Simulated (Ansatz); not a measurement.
Rock-salt SnTe (cubic form, which distorts at low temperature), treated with PBE-D4 (Ansatz, a quantum-chemistry and plane-wave program, plane waves, PAW).

Run with plane-wave cutoff 500 eV, 12×12×12 k mesh, Fermi–Dirac smearing 0.05 eV, scalar-relativistic PAW data made under PBE.

Cell (relaxed at this level):

Space group Fm-3m (No. 225); a = b = c = 6.3056 Å, α = β = γ = 90.00°

```
atom  site  symmetry       x       y       z
----  ----  --------  ------  ------  ------
Sn      4a      m-3m  0.0000  0.0000  0.0000
Te      4b      m-3m  0.5000  0.5000  0.5000
```
(The calculation used a cell of 2 atoms; values per cell refer to that cell.)

Predict the band gap.


band gap: 0.09 eV (under three smearing widths, so not firm)

Measured, for comparison: band gap 0.3 eV (4 K, zero-point motion not removed, bulk gap, ARPES or transport; rounded; as tabulated in Ando (2013), arXiv:1304.5693).

Note: a distance lies near a switch of the dispersion term, which can move the cell; symmetry holds this phase in the static calculation, where it need not be a minimum.

Spin–orbit coupling is not included; with these elements it can move the gap by several tenths of an eV or more.

The computed numbers hold no vibrational or temperature effects.
